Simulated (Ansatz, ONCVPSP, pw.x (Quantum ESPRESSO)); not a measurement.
## Pt (Z = 78): does the ONCV potential hold in the solid?

platinum (Pt), optimised norm-conserving Vanderbilt (ONCV), made with ONCVPSP 4.0.1.1 (patched build) (LDA (Perdew-Wang 92), scalar-relativistic). Core [Kr] 4d10 4f14, reference 5s2 5p6 5d9 6s1. Waves: 5s+6s: rc 1.75 bohr, ncon 5, nbas 9, qcut 5.2 1/bohr, 2 projectors; 5p: rc 1.35 bohr, ncon 4, nbas 8, qcut 10.2 1/bohr, 2 projectors, debl 0.5 Ha; 5d: rc 2.30 bohr, ncon 4, nbas 8, qcut 5.3 1/bohr, 2 projectors, debl 0.4 Ha; f scattering state at 0.24 Ha: rc 2.10 bohr, ncon 4, nbas 7, qcut 5.3 1/bohr, 2 projectors, debl 0.7 Ha. Local part: polynomial inside 1.35 bohr (lpopt 5, dvloc0 -1 Ha). Core correction: Teter function, fcfact 2, rcfact 1.65.

In the p channel the program set the typed energies aside and used -2.068, 0.250 Ha.

Crystal test: bcc Pt in pw.x 7.5, no spin, 15³ k-points, Fermi–Dirac smearing 0.01 Ry, cutoffs 160/640 Ry. The reference is all-electron LAPW (Ansatz 0.2.0) with the same functional, mesh and smearing; V0 and B0 come from Birch–Murnaghan fits to the pressures at five volumes. Errors are pseudo minus all-electron; Δ is the rms difference of the E(V) curves that follow from these fits, minima aligned, over ±6 % about the mean V0. Mesh and smearing are coarse, so the numbers serve the comparison and aren't converged zero-temperature values; the lattice is a test structure that the element need not adopt.

```json
{"V (Å³/atom)": "14.265", "P all-electron (GPa)": "15.08", "P pseudo (GPa)": "14.52"}
{"V (Å³/atom)": "14.641", "P all-electron (GPa)": "6.06", "P pseudo (GPa)": "5.50"}
{"V (Å³/atom)": "15.016", "P all-electron (GPa)": "-1.65", "P pseudo (GPa)": "-2.19"}
{"V (Å³/atom)": "15.391", "P all-electron (GPa)": "-8.22", "P pseudo (GPa)": "-8.75"}
{"V (Å³/atom)": "15.767", "P all-electron (GPa)": "-13.80", "P pseudo (GPa)": "-14.33"}
```

All-electron: a0 = 3.102 Å (V0 = 14.93 Å³/atom), B0 = 293.0 GPa.

Pseudopotential: mean pressure error (GPa): -0.54; a0 (Å): 3.101; a0 error (%): -0.06; B0 error (%): +0.9; Δ (meV/atom): 1.8.

Question: At the middle volume, how do free energy and pressure move when the wave cutoff is lowered (ecutrho kept at four times it)?

Answer:

```json
{"cutoff (Ry)": "72", "shift of F (meV/atom)": "+303.8", "shift of P (GPa)": "-19.46"}
{"cutoff (Ry)": "96", "shift of F (meV/atom)": "+23.9", "shift of P (GPa)": "-0.43"}
{"cutoff (Ry)": "128", "shift of F (meV/atom)": "+11.2", "shift of P (GPa)": "-0.32"}
```

The run at the middle volume (120 k-points, 7 iterations) took about 3.5 min on one core of a shared host (Neoverse-N1, 64 threads, 124 GiB, load 51).
